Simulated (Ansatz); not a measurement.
CaB6-type LaB6 was calculated with PBEsol (PAW; Ansatz, a first-principles code).

Settings: plane-wave cutoff 520 eV, 16×16×16 k mesh, Fermi–Dirac smearing 0.089 eV (set by the program), scalar-relativistic PAW data made under PBE.

Cell (relaxed at this level):

LaB₆ is taken in the cubic space group Pm-3m (No. 221), Pearson symbol cP7. Lattice parameters: a = b = c = 4.130 Å, α = β = γ = 90.00°. La on 1a is coordinated by 24 B at 3.034 Å. B on 6f is coordinated by 1 B at 1.649 Å and 4 B at 1.754 Å and 4 La at 3.034 Å. (Neighbours: up to the widest gap in distance over summed covalent radii, below 1.35, at either atom; cation-cation and far metal-metal contacts left out.)

Question: What does this level give for the Young modulus, elastic constant C11, Voigt–Reuss–Hill shear modulus (Hill average), elastic constant C44 and elastic constant C12?

Answer: 
- Young modulus: 321 GPa
- elastic constant C11: 489 GPa
- Voigt–Reuss–Hill shear modulus (Hill average): 133 GPa
- elastic constant C44: 90.5 GPa
- elastic constant C12: 25.7 GPa

Measured, for comparison: elastic constant C11 477 ± 26 GPa, elastic constant C44 90 ± 5 GPa (temperature not stated, not corrected to a static lattice; as tabulated in Z. Phys. B, doi 10.1007/BF01469434 (note on Brillouin scattering of LaB6)). Computed (rounded) less measured: elastic constant C11 +3 % (inside the measured uncertainty), elastic constant C44 +0.6 % (inside the measured uncertainty). A static lattice is as a rule a little smaller and stiffer than an uncorrected measurement, which narrows the difference in the elastic constant C11 and would widen misses of the other sign.

Elastic constants are with the ions relaxed.

Spin–orbit coupling is not included.

Static lattice: no zero-point or thermal effects.

Computing time: about 29 core-minutes (a rough figure).
